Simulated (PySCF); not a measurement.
How the method moves the HOMO and LUMO of ethynylalumane

Species: ethynylalumane, C₂H₃Al.
Cartesian coordinates in Å at the PBE0-D3(BJ)/def2-SVP level; atoms count from 1:
```
atom  x, y, z in Å
C1     1.7916   -0.1860   -0.4068
C2     0.6067   -0.0615   -0.1346
Al3   -1.2495    0.1301    0.2879
H4     2.8341   -0.2936   -0.6527
H5    -2.1642   -1.1631    0.3105
H6    -1.8146    1.5766    0.6010
```

Basis pcSseg-2 throughout (PySCF), one geometry. Isolated species at its PBE0-D3(BJ)/def2-SVP geometry, gas phase.

Problem. How do the orbital energies, the gap and the dipole change with the method?

Solution. 
```csv
method,kind,HOMO (eV),LUMO (eV),gap (eV),μ (D),SCF cycles
BLYP,GGA,-6.69,-2.58,4.12,0.56,13
B97-D,GGA,-6.80,-2.57,4.23,0.57,14
OPBE,GGA,-6.81,-2.40,4.41,0.53,14
KT2,GGA,-6.83,-2.75,4.07,0.54,14
KT3,GGA,-6.83,-2.60,4.24,0.50,14
PBE,GGA,-6.84,-2.68,4.16,0.56,13
BP86,GGA,-6.94,-2.76,4.18,0.57,13
LDA,LDA,-6.96,-2.94,4.02,0.54,13
B97-2,global hybrid,-7.77,-1.88,5.89,0.53,12
B3LYP,global hybrid,-7.80,-2.12,5.68,0.52,13
PBE0,global hybrid,-8.03,-1.90,6.12,0.52,12
mPW1PW91,global hybrid,-8.05,-1.90,6.15,0.52,12
BHandHLYP,global hybrid,-9.07,-1.13,7.94,0.49,12
CAM-B3LYP,range-separated hybrid,-9.37,-0.99,8.38,0.48,12
wB97X-D,range-separated hybrid,-9.90,-0.25,9.65,0.52,12
HF,Hartree–Fock,-10.69,0.75,11.45,0.52,11
LC-wPBE,range-separated hybrid,-10.79,0.09,10.88,0.46,12
```

The HOMO spans 4.10 eV, from BLYP down to LC-wPBE, and the gap runs from 4.02 eV (LDA) to 11.45 eV (HF). Over the methods BLYP (0 %), B97-D (0 %), OPBE (0 %), KT2 (0 %), KT3 (0 %), PBE (0 %), BP86 (0 %), LDA (0 %), B97-2 (21 %), B3LYP (20 %), PBE0 (25 %), mPW1PW91 (25 %), BHandHLYP (50 %), HF (100 %), a straight line through the gap against the share of exact exchange rises by 0.73 eV for each 10 % (correlation coefficient 0.999). The dipole ranges from 0.46 D (LC-wPBE) to 0.57 D (B97-D). This basis has no diffuse functions.
